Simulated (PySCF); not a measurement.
C4H6O.
SMILES with atom numbers: `[OH:1][C@H:2]1[C@H:3]2[CH2:4][C@@H:5]12` (hydrogens: H6 on O1; H7 on C2; H8 on C3; H9, H10 on C4; H11 on C5)

Level of theory: EOM-IP-CCSD/aug-cc-pVDZ in PySCF, restricted Hartree–Fock reference, frozen core, non-relativistic, gas phase, PBE0-D3(BJ)/def2-SVP geometry.

Hartree–Fock orbital energies give these Koopmans values (eV): HOMO 10.11, HOMO-1 11.66, HOMO-2 12.31, HOMO-3 12.66, HOMO-4 14.73, HOMO-5 16.06, HOMO-6 16.49, HOMO-7 18.36.

Task: What vertical ionisation energies does EOM-IP-CCSD give?

Result: 
| leading hole (HF orbital) | Koopmans (eV) | EOM-IP-CCSD (eV) | change (eV) | one-hole share |
| --- | --- | --- | --- | --- |
| HOMO | 10.11 | 9.53 | -0.58 | 0.96 |
| HOMO-1 | 11.66 | 10.58 | -1.08 | 0.95 |
| HOMO-3 | 12.66 | 11.13 | -1.53 | 0.95 |
| HOMO-2 | 12.31 | 11.45 | -0.86 | 0.96 |
| HOMO-4 | 14.73 | 13.49 | -1.24 | 0.95 |
| HOMO-5 | 16.06 | 14.33 | -1.73 | 0.94 |
| HOMO-6 | 16.49 | 15.05 | -1.44 | 0.95 |
| HOMO-7 | 18.36 | 16.77 | -1.59 | 0.94 |

Task: Does the order of the lines follow the orbital energies?

Result: No: the HOMO-3 hole (11.13 eV) falls below the HOMO-2 hole (11.45 eV). The corrections run from -1.73 to -0.58 eV, with a mean of -1.26 eV over the 8 lines; no line lies above its Koopmans value. Koopmans values leave out both the relaxation of the orbitals and the change in correlation energy.

Task: At what kinetic energies would He II light (40.81 eV) eject these electrons?

Result: 31.28 eV (HOMO), 30.23 eV (HOMO-1), 29.68 eV (HOMO-3), 29.36 eV (HOMO-2), 27.32 eV (HOMO-4), 26.48 eV (HOMO-5), 25.76 eV (HOMO-6), 24.04 eV (HOMO-7).

One root was sought for each valence orbital with −ε under 21 eV, eight at most, so deeper holes and satellites are missing; no vibrational structure.

Conformer computed: `[OH:1][C@H:2]1[C@H:3]2[CH2:4][C@@H:5]12`: H–O1–C2–C3 -143°.

One conformer stands for the species.
